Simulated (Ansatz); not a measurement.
For chalcopyrite ZnGeP2, PBE-D4 (PAW; Ansatz, a program for electronic structure) gives:

| Property | Result |
|---|---|
| lattice parameter a | 5.433 Å |
| lattice parameter c | 10.715 Å |
| cohesive energy | 3.52 eV/atom |

Task: What does HSE06 in Ansatz (PAW) give for the same quantities?

Result: 
- lattice constant a: 5.473 Å (grows by 0.7 %)
- lattice parameter c: 10.742 Å (rises by 0.3 %)
- cohesive energy: 3.18 eV/atom (drops by 0.34 eV/atom)

For comparison: lattice constant a 5.463 Å (measured, temperature not stated, not corrected to a static lattice; as tabulated in Rashkeev et al. (1999), arXiv:cond-mat/9809378); lattice parameter c 10.74 Å (measured, temperature not stated, not corrected to a static lattice; as tabulated in Rashkeev et al. (1999), arXiv:cond-mat/9809378).

Changes are worked out from the printed values.

Unless a cell is named, each level is at its own relaxed cell (PBE-D4 19.77, HSE06 20.11 Å³/atom).

Ansatz's density-functional and Hartree–Fock values are scalar-relativistic unless marked +SOC, with PAW data made under PBE.
